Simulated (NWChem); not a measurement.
All runs are NWChem calculations. System: O (-1), charge -1, spin multiplicity 2. Its SCF solution wasn't tested for a lower state. Level: ROCCSD(T)/def2-TZVPD, 1 core orbitals frozen.

The NWChem input:

```
start mol
memory heap 100 mb stack 700 mb global 1900 mb
charge -1
geometry units angstroms nocenter noautoz
  O      0.000000     0.000000     0.000000
  symmetry group D2h
end
basis spherical
  * library def2-tzvpd
end
scf
  rohf
  nopen 1
  maxiter 100
  thresh 1e-7
  semidirect memsize 60000000 filesize 0
  # guess.movecs holds the orbitals of an unrestricted PBE0 run
  vectors input guess.movecs swap 3 5 output mol.movecs
end
tce
  freeze core 1
  ccsd(t)
  2eorb
  2emet 13
  thresh 1e-6
  maxiter 100
  tilesize 24
end
task tce energy
```

Output (cleaned and shortened):

```
             Northwest Computational Chemistry Package (NWChem) 7.3.0
             --------------------------------------------------------

                                NWChem Input Module
                                -------------------

 Scaling coordinates for geometry "geometry" by  1.889725989
 (inverse scale =  0.529177249)

                             Geometry "geometry" -> ""
                             -------------------------

 Output coordinates in angstroms (scale by  1.889725989 to convert to a.u.)

  No.       Tag          Charge          X              Y              Z
 ---- ---------------- ---------- -------------- -------------- --------------
    1 O                    8.0000     0.00000000     0.00000000     0.00000000

 Effective nuclear repulsion energy (a.u.)       0.0000000000

            Nuclear Dipole moment (a.u.)
            ----------------------------
        X                 Y               Z
 ---------------- ---------------- ----------------
     0.0000000000     0.0000000000     0.0000000000

      Symmetry information
      --------------------

 Group name             D2h
 Group number             26
 Group order               8
 No. of unique centers     1

      Symmetry unique atoms

     1


 Summary of "ao basis" -> "" (spherical)
 ------------------------------------------------------------------------------
       Tag                 Description            Shells   Functions and Types
 ---------------- ------------------------------  ------  ---------------------
 *                         def2-tzvpd                 on all atoms

 Summary of "ao basis" -> "ao basis" (spherical)
 ------------------------------------------------------------------------------
       Tag                 Description            Shells   Functions and Types
 ---------------- ------------------------------  ------  ---------------------
 O                         def2-tzvpd               14       40   6s4p3d1f

                                 NWChem SCF Module
                                 -----------------

  ao basis        = "ao basis"
[...]
     T(1) DIIS level shift : 0.00D+00
     L(1) DIIS level shift : 0.00D+00
     T(R) DIIS level shift : 0.00D+00
     T(I) DIIS level shift : 0.00D+00
   CC-T/L Amplitude update :  5-th order DIIS
                I/O scheme : Global Array Library
        L-threshold :  0.10D-05
        EOM-threshold :  0.10D-05
 no EOMCCSD initial starts read in
 TCE RESTART OPTIONS
 SLICE:      F
 D4D5:       F
 quantumc:   F
 qrotation:  F
 pwtce:      F
 qducc:      F
 nacto:                         0
 nrotv:                         0
 nrot:                          0

            Memory Information
            ------------------
          Available GA space size is     249033600 doubles
          Available MA space size is     104855196 doubles

 Maximum block size supplied by input
 Maximum block size        24 doubles

 tile_dim =     10

 -------------------------------------------------

 Global array virtual files algorithm will be used

 Parallel file system coherency ......... OK

 4-electron integrals stored in orbital form

 v2    file size   =            69889
 4-index algorithm nr.  13 is used
 imaxsize =       30
 imaxsize ichop =        0


CCSD iterations
 ---------------------------------------------------------
 Iter          Residuum       Correlation     Cpu    Wall
 ---------------------------------------------------------
    1   0.1326101559574  -0.2254074261555     0.2     0.2
    2   0.0715846614570  -0.2224477081019     0.2     0.2
    3   0.1146748256948  -0.2244293881406     0.2     0.2
    4   0.2271690298003  -0.2299989317203     0.2     0.2
    5   0.4278749389003  -0.2174298460251     0.2     0.2
    6   0.0062535684408  -0.2266018846962     0.2     0.2
    7   0.0067510453128  -0.2268093562990     0.2     0.2
    8   0.0126531567334  -0.2265329578118     0.2     0.2
    9   0.0247301121652  -0.2272863788916     0.2     0.2
   10   0.0482174887843  -0.2258785600991     0.2     0.2
   11   0.0004398554206  -0.2268819736709     0.2     0.2
   12   0.0002960858549  -0.2268979300655     0.2     0.2
   13   0.0004392019278  -0.2268776772281     0.2     0.2
   14   0.0008348710936  -0.2269054147753     0.2     0.2
   15   0.0016271017330  -0.2268546951772     0.2     0.2
   16   0.0000329333699  -0.2268866786397     0.2     0.2
   17   0.0000175098586  -0.2268879875043     0.2     0.2
   18   0.0000110028612  -0.2268888806189     0.2     0.2
   19   0.0000075455112  -0.2268889471628     0.2     0.2
   20   0.0000061767709  -0.2268892501494     0.2     0.2
   21   0.0000029585921  -0.2268894509452     0.2     0.2
   22   0.0000025285972  -0.2268895786321     0.2     0.2
   23   0.0000038930348  -0.2268894206779     0.2     0.2
   24   0.0000075246707  -0.2268896635437     0.2     0.2
   25   0.0000146800045  -0.2268892132533     0.2     0.2
   26   0.0000002597429  -0.2268895042203     0.2     0.2
 -----------------------------------------------------------------
 Iterations converged
 CCSD correlation energy / hartree =        -0.226889504220317
 CCSD total energy / hartree       =       -75.016770496117886

 Singles contributions

 Doubles contributions
 CCSD(T)
 Using plain CCSD(T) code
             total no. of tasks         2792
 total no. of tasks / no. procs         2792
                         wl_min            1           1.0
                         wl_max         1000           3.2
        thresh for no. of tasks         2792

 CCSD[T]  correction energy / hartree =        -0.010070951050876
 CCSD[T] correlation energy / hartree =        -0.236960455271193
 CCSD[T] total energy / hartree       =       -75.026841447168763
 CCSD(T)  correction energy / hartree =        -0.008891015679365
 CCSD(T) correlation energy / hartree =        -0.235780519899682
 CCSD(T) total energy / hartree       =       -75.025661511797253

 Task  times  cpu:        6.1s     wall:        6.1s

 Total times  cpu:        6.1s     wall:        6.1s
```
